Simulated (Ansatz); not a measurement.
Geometry optimisation, RKS PBE-D4/def2-SVP in Ansatz.

input.yaml

```yaml
crystal:
  periodic: [false, false, false]
  atoms:
    - { symbol: B, position_ang: [-0.7351, -0.4455, -0.3967] }
    - { symbol: P, position_ang: [0.7093, 0.9395, -0.4816] }
    - { symbol: P, position_ang: [0.4847, -0.3199, 1.1104] }
    - { symbol: H, position_ang: [-1.6639, -0.8751, -0.9105] }
    - { symbol: H, position_ang: [1.5749, 0.0357, -1.248] }
    - { symbol: H, position_ang: [-0.3279, 0.6013, 1.8803] }
basis:
  gaussian: { orbitals: def2-SVP }
hamiltonian:
  xc: pbe
  dispersion: d4
relax:
  f_tol: 0.02
  max_steps: 50
```

Command:

```bash
$ ansatz run input.yaml --threads 1 --pin off --max-ram 2048MiB --backend cpu --events-out ev --progress --plain --runs-dir out
```

Problem. Where does it end, and by what steps?

Solution. It converged. After 5 steps the energy has fallen by 0.648 eV; P2 moved furthest, 0.15 Å.

| step | energy less start (eV) | largest force component (eV/Å) | accepted |
| --- | --- | --- | --- |
| 0 | 0.0000 | 3.711 | yes |
| 1 | -0.5871 | 1.308 | yes |
| 2 | -0.6317 | 0.379 | yes |
| 3 | -0.6461 | 0.117 | yes |
| 4 | -0.6466 | 0.152 | yes |
| 5 | -0.6475 | 0.018 | yes |

```xyz
6
Properties=species:S:1:pos:R:3
B -0.641 -0.352 -0.351
P 0.698 0.968 -0.627
P 0.450 -0.395 1.203
H -1.614 -0.853 -0.858
H 1.559 0.019 -1.292
H -0.410 0.549 1.879
```

The run took 8.6 s on 1 thread of Arm Neoverse V2, with other jobs on the host, peak memory 0.11 GiB.
